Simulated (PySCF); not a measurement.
Species: C2H3Cl.
Numbering: `[CH2:1]=[CH:2][Cl:3]` (hydrogens: H4, H5 on C1; H6 on C2)

Structure used (PBE0-D3(BJ)/def2-TZVP), in Å, numbered top down from 1:
```
atom  x, y, z in Å
C1    -0.2899   -0.1976   -0.3890
C2     0.7907   -0.0912    0.3613
Cl3    1.7635   -1.4348    0.8202
H4    -0.8553    0.6921   -0.6371
H5    -0.6355   -1.1506   -0.7684
H6     1.1577    0.8484    0.7539
```

Computed with PySCF at wB97X-D/pcSseg-2, non-relativistic, on one gas-phase PBE0-D3(BJ)/def2-TZVP geometry that isn't relaxed in the solvent. The solvent is an IEF-PCM continuum (van der Waals radii × 1.2). Only the electrostatic response of the medium enters.

Gas phase at wB97X-D/pcSseg-2: HOMO -9.45 eV, LUMO 1.49 eV, dipole 1.49 D.

**Question.** What does the continuum do to the energy, the frontier levels and the dipole at wB97X-D/pcSseg-2 in chloroform?

**Answer.** 
| solvent | ε | E(solvent) − E(gas) (kJ/mol) | polarisation term (kJ/mol) | distortion of the solute (kJ/mol) | HOMO (eV) | LUMO (eV) | dipole (D) |
| --- | --- | --- | --- | --- | --- | --- | --- |
| chloroform | 4.711 | -6.68 | -7.38 | 0.70 | -9.41 | 1.60 | 1.83 |

The first energy column is the sum of the next two and covers electrostatics alone.

**Question.** Which radius a makes the point-dipole formula ΔE = −[(ε − 1)/(2ε + 1)]·μ²/a³ give the value in chloroform, with the gas-phase dipole?

**Answer.** μ = 0.588 au and |ΔE| = 0.00255 Eh give a = 1.93 Å; the farthest nucleus lies 2.05 Å from the centroid of the nuclei, so such a sphere wouldn't even hold the nuclei. The formula assumes a rigid point dipole at the centre of a sphere.

**Question.** Give the dipole vector in the frame of the coordinates (D, pointing from negative to positive charge), gas and chloroform.

**Answer.** Gas (-0.89, 1.12, -0.44), solvent (-1.10, 1.36, -0.54). Its length changes by +22 % and its direction by less than 1°.

The pairwise dispersion term of wB97X-D wasn't added to the energies; at a given geometry it leaves orbitals and properties as they are.
